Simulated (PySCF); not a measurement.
Compound: PF₃.
Numbering: `[F:1][P:2]([F:3])[F:4]`

The closed-shell ground state was solved at several levels (PySCF, density fitting, gas phase, non-relativistic). Geometry: PBE0-D3(BJ)/def2-SVP; no solvent, vibrations or thermal averaging.

| level | basis functions | total energy (Eh) | HOMO (eV) | LUMO (eV) | gap (eV) | dipole (D) |
| --- | --- | --- | --- | --- | --- | --- |
| B3LYP/cc-pVTZ | 124 | -641.1362 | -9.11 | -0.50 | 8.61 | 1.22 |
| B3LYP/def2-SVPD | 93 | -640.6722 | -9.38 | -0.84 | 8.54 | 1.33 |
| B3LYP/aug-cc-pVTZ-J | 206 | -641.1612 | -9.29 | -0.98 | 8.31 | 1.24 |
| B3LYP/def2-TZVP | 130 | -641.1592 | -9.17 | -0.68 | 8.49 | 1.26 |
| HF/def2-SVPD | 93 | -638.8114 | -13.02 | 2.84 | 15.86 | 1.54 |
| PBE/def2-SVPD | 93 | -640.2261 | -8.12 | -1.52 | 6.60 | 1.14 |
| B3LYP/6-31G* | 60 | -640.9508 | -8.80 | -0.10 | 8.70 | 1.17 |

(1) What might LDA/def2-SVPD (93 basis functions) give for the same quantities?

(2) Over all these levels, which gives the widest orbital gap and which the narrowest?

(3) How much does the basis alone move the frontier levels among the 5 B3LYP rows?

(4) In the def2-SVPD basis, how does the gap go with the fixed share of exact exchange?

(5) How far do the dipole and the HOMO energy spread over the levels?

Results:

(1) Total energy -637.5292 Eh, HOMO -8.28 eV, LUMO -1.74 eV, gap 6.54 eV, dipole 1.17 D.

(2) HF/def2-SVPD (Hartree–Fock, all exact exchange) has the widest, 15.86 eV, and LDA/def2-SVPD (LDA) the narrowest, 6.54 eV. The two share the basis. From the narrowest to the widest the HOMO moves by -4.74 eV and the LUMO by +4.58 eV.

(3) The HOMO by 0.58 eV and the LUMO by 0.88 eV. By rising basis size (HOMO, LUMO in eV): 6-31G* -8.80, -0.10; def2-SVPD -9.38, -0.84; cc-pVTZ -9.11, -0.50; def2-TZVP -9.17, -0.68; aug-cc-pVTZ-J -9.29, -0.98.

(4) LDA (0 %) 6.54 eV; PBE (0 %) 6.60 eV; B3LYP (20 %) 8.54 eV; HF (100 %) 15.86 eV. Each rise in the share widens the gap here.

(5) The dipole runs from 1.14 to 1.54 D (mean 1.26 D) and the HOMO from -13.02 to -8.12 eV.
